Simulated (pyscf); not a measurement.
Structures and frequencies: ωB97X-D3(BJ)/def2-SVP in PySCF.

SMILES: [OH][Sn]([SH])([Cl])[Cl]
```xyz
7

O     -1.7392    -1.8290    -1.4040
Sn    -0.3247    -1.0460    -0.2988
S      1.6818    -1.6856    -1.3617
Cl    -0.6075     1.2506    -0.1615
Cl    -0.5067    -1.8178     1.8793
H     -2.6311    -1.6438    -1.0822
H      0.9696    -2.3388    -2.3048
```

**Question.** How much does it cost (ΔH, 298 K, ωB97M-D3(BJ)/def2-TZVP) to split `[OH][Sn]([SH])([Cl])[Cl]` at its S–Sn bond into HO–Sn•(Cl)–Cl + SH•?

**Answer.** S–Sn to HO–Sn•(Cl)–Cl + SH•: 67.0 kcal/mol. The 7 functionals that were run give +62.4 (B3LYP-D3(BJ)) to +73.6 kcal/mol (ωB97X-D3(BJ)). Other isomers of HO–Sn•(Cl)–Cl were not searched in full and may lie lower. Left out: the spin-orbit lowering of SH. Elements past Kr carry the def2 core potentials, without spin-orbit coupling.
